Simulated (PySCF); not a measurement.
# AlC: one state, many levels of theory

State: ⁴Σ⁻ (quartet), unpaired electrons σ ↑, π ↑↑. Set-up: PySCF, no relativity, basis sets Al 6-31G(d,p), C 6-31G(d,p). De refers to Al + C in their high-spin ground configurations, without counterpoise correction. The functionals are run spin-unrestricted. A positive dipole means Al(−)C(+).

```csv
Level,Re (Å),ωe (cm⁻¹),De (eV),μ (D)
UHF,1.970,667,2.57,-0.68
UHF-MP2,1.969,670,3.13,n/a
UHF-SCS-MP2,1.970,668,2.88,n/a
UHF-CCSD,1.965,673,3.05,n/a
UHF-CCSD(T),1.967,671,3.13,n/a
PBE,1.982,627,3.69,-1.30
r²SCAN,1.972,647,3.59,-1.12
B3LYP,1.974,636,3.29,-1.37
PBE0,1.969,650,3.46,-1.24
r²SCAN0,1.965,660,3.41,-1.09
B97-3,1.973,647,3.37,-1.36
CAM-B3LYP,1.963,655,3.24,-1.30
```

Problem. Which functional lies closest to UHF-CCSD(T) in De, which farthest, and by how much do they differ from it?

Solution. Closest is CAM-B3LYP (-0.4 pm in Re, -2.4 % in ωe, +0.11 eV in De against UHF-CCSD(T) in the same basis), farthest PBE (+1.5 pm in Re, -6.6 % in ωe, +0.56 eV in De). CCSD(T) converges more slowly with the basis than the functionals do and binds too weakly in this one, so the order can change at the basis-set limit.

Problem. What does a quarter of exact exchange do here, going from PBE to PBE0?

Solution. PBE0 less PBE: -1.3 pm in Re, +3.7 % in ωe, -0.23 eV in De. Exact exchange removes part of the self-interaction that spreads semilocal densities, and in most molecules shortens and stiffens the bond and lowers De; so it does here.

Problem. What does the step from GGA to meta-GGA do here, going from PBE to r²SCAN?

Solution. r²SCAN less PBE: -1.0 pm in Re, +3.2 % in ωe, -0.10 eV in De. 

Correlated steps freeze 6 core orbitals. Correlated levels converge slowly with the basis: in double zeta they bind strong bonds too weakly, by up to about 1 eV, and carry superposition errors of some tenths. The CCSD T1 diagnostic is raised, a sign that a single reference may not be enough here. The state was picked by a PBE0 search and need not be the measured ground state.
